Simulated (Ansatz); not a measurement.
System: COS, charge 1, doublet. COS+ (parent SMILES O=C=S, doublet).
B3LYP-D3(BJ)/def2-TZVP minimum from Ansatz (an electronic-structure program):
```
C
O 1 1.1293
S 1 1.6297 2 180.00
```
Charge +1, spin multiplicity 2.

Total energies in cc-pV(D+d)Z, 15 correlated electrons, 7 frozen orbitals. Open shells are spin-unrestricted; no spin-orbit coupling. Correlated methods leave the cores frozen. No relativity. The UHF reference of COS+ (parent SMILES O=C=S, doublet) is spin-contaminated (<S^2> up to 0.08 over the pure value in the sets run). The spin of COS+ (parent SMILES O=C=S, doublet) was assumed, and the state is the lowest solution found for it.

| method | program | energy (Eh) | minus CCSDT(Q) (mEh) |
|---|---|---|---|
| HF | Ansatz | -509.92941 | 439.63 |
| MP2 | Ansatz | -510.32675 | 42.29 |
| CCSD | Ansatz | -510.34839 | 20.65 |
| CCSD(T) | Ansatz | -510.36576 | 3.28 |
| CCSDT(Q) | Ansatz | -510.36904 | 0.00 |

Rough core times of Ansatz's runs on a shared machine: CCSD(T) under 20 s, CCSDT(Q) 50 s.
